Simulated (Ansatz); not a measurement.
One change: `OBCl` becomes `SBCl`.

Ansatz, PBE0-D4/def2-TZVP geometries, multiplicity 1. Each molecule was computed in one conformer, which needn't be the lowest.

```json
{"property": "ideal-gas entropy at 298 K and 1 bar (rigid rotor, harmonic PBE0-D4/def2-TZVP) / J/(mol·K)", "`OBCl`": "265"}
{"property": "HOMO energy (PBE/def2-TZVPP) / eV", "`OBCl`": "-7.71"}
{"property": "HOMO–LUMO gap (PBE0/def2-TZVPP) / eV", "`OBCl`": "8.76"}
{"property": "LUMO energy (PBE/def2-TZVPP) / eV", "`OBCl`": "-1.40"}
{"property": "LUMO energy (PBE0/def2-TZVPP) / eV", "`OBCl`": "-0.39"}
{"property": "size of the dipole moment (PBE/def2-TZVPP) / D", "`OBCl`": "1.17"}
```

**Question.** What does the change do to each property? (Best estimate.)

**Answer.** Ansatz gave: 
| property | `SBCl` | shift |
| --- | --- | --- |
| ideal-gas entropy at 298 K and 1 bar (rigid rotor, harmonic PBE0-D4/def2-TZVP) / J/(mol·K) | 279 | 14 |
| HOMO energy (PBE/def2-TZVPP) / eV | -7.13 | 0.58 |
| HOMO–LUMO gap (PBE0/def2-TZVPP) / eV | 7.02 | -1.74 |
| LUMO energy (PBE/def2-TZVPP) / eV | -2.23 | -0.83 |
| LUMO energy (PBE0/def2-TZVPP) / eV | -1.30 | -0.91 |
| size of the dipole moment (PBE/def2-TZVPP) / D | 1.45 | 0.28 |

With PBE0 the HOMO rises by 0.83 eV and the LUMO falls by 0.91 eV, so the gap narrows by about 1.74 eV. PBE moves the HOMO by 0.58 eV and ωB97M-V by 0.99 eV. Dipoles are sizes alone; their direction can turn.
